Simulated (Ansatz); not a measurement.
Process, species as SMILES: S=C=S → C atom + 2 S atom
B3LYP-D3(BJ)/def2-TZVP geometries, fixed; electronic energies without zero-point terms.

Energies in hartree at CCSD(T) with Ansatz (a program for electronic structure); the atomisation energy is their sum with the coefficients shown, times 627.509 kcal/mol a hartree. All functions are spherical. Cores are frozen. Open shells are unrestricted. No added dispersion term, no relativity.

```json
[
 {"species": "S=C=S", "coefficient": "-1", "part": "Hartree-Fock", "cc-pV(D+d)Z": "-832.93554", "cc-pV(T+d)Z": "-832.97161", "cc-pV(Q+d)Z": "-832.98064"},
 {"species": "S=C=S", "coefficient": "-1", "part": "correlation", "cc-pV(D+d)Z": "-0.43297", "cc-pV(T+d)Z": "-0.54215", "cc-pV(Q+d)Z": "-0.57716"},
 {"species": "C atom", "coefficient": "+1", "part": "Hartree-Fock", "cc-pV(D+d)Z": "-37.68654", "cc-pV(T+d)Z": "-37.69157", "cc-pV(Q+d)Z": "-37.69331"},
 {"species": "C atom", "coefficient": "+1", "part": "correlation", "cc-pV(D+d)Z": "-0.07383", "cc-pV(T+d)Z": "-0.08919", "cc-pV(Q+d)Z": "-0.09323"},
 {"species": "S atom", "coefficient": "+2", "part": "Hartree-Fock", "cc-pV(D+d)Z": "-397.49702", "cc-pV(T+d)Z": "-397.50938", "cc-pV(Q+d)Z": "-397.51264"},
 {"species": "S atom", "coefficient": "+2", "part": "correlation", "cc-pV(D+d)Z": "-0.10711", "cc-pV(T+d)Z": "-0.14507", "cc-pV(Q+d)Z": "-0.15521"}
]
```

Predict the atomisation energy in cc-pV(5+d)Z (X = 5): let each Hartree-Fock step shrink by the ratio of the last two, and fit each correlation energy at X = 3 and 4 to E + A/X^3. Compare with the run.


- S=C=S: steps -0.03607 and -0.00903, ratio 0.250, so Hartree-Fock -832.98290 (run: -832.98227); A = (-0.54215 - (-0.57716))/(1/27 - 1/64) = 1.6351, correlation -0.57716 - A/64 + A/125 = -0.58963 (run: -0.58941).
- C atom: steps -0.00503 and -0.00174, ratio 0.346, so Hartree-Fock -37.69391 (run: -37.69368); A = (-0.08919 - (-0.09323))/(1/27 - 1/64) = 0.1887, correlation -0.09323 - A/64 + A/125 = -0.09467 (run: -0.09456).
- S atom: steps -0.01236 and -0.00326, ratio 0.264, so Hartree-Fock -397.51350 (run: -397.51318); A = (-0.14507 - (-0.15521))/(1/27 - 1/64) = 0.4736, correlation -0.15521 - A/64 + A/125 = -0.15882 (run: -0.15860).
Predicted 275.67 kcal/mol; the run in cc-pV(5+d)Z gives 276.03, a miss of -0.36. Keeping the value in cc-pV(Q+d)Z, 273.32, would miss by -2.71. All sums are of the energies as printed.
